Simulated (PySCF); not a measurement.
C₃H₄.

```xyz
7

C      0.0000     0.0000    -1.3001
C      0.0000     0.0000     0.0000
C      0.0000     0.0000     1.3001
H      0.6550     0.6550    -1.8632
H     -0.6550    -0.6550    -1.8632
H      0.6550    -0.6550     1.8632
H     -0.6550     0.6550     1.8632
```

The structure is a stationary point at B3LYP-D3(BJ)/def2-TZVP.

Method: PySCF with KT2/pcSseg-2. Non-relativistic, no solvent.

**Question.** Give the absolute GIAO shielding of each atom: isotropic value and principal components (ppm). (Estimate from the structure and the level; the computed values follow.)

**Answer.** 
```json
[
 {"atom": "C1", "σ(iso)": "112.5", "σ11": "30.9", "σ22": "138.7", "σ33": "168.0", "span": "137.1"},
 {"atom": "C2", "σ(iso)": "-32.6", "σ11": "-54.5", "σ22": "-54.5", "σ33": "11.2", "span": "65.7"},
 {"atom": "C3", "σ(iso)": "112.5", "σ11": "30.9", "σ22": "138.7", "σ33": "168.0", "span": "137.1"},
 {"atom": "H4", "σ(iso)": "26.7", "σ11": "24.9", "σ22": "25.6", "σ33": "29.7", "span": "4.8"},
 {"atom": "H5", "σ(iso)": "26.7", "σ11": "24.9", "σ22": "25.6", "σ33": "29.7", "span": "4.8"},
 {"atom": "H6", "σ(iso)": "26.7", "σ11": "24.9", "σ22": "25.6", "σ33": "29.7", "span": "4.8"},
 {"atom": "H7", "σ(iso)": "26.7", "σ11": "24.9", "σ22": "25.6", "σ33": "29.7", "span": "4.8"}
]
```
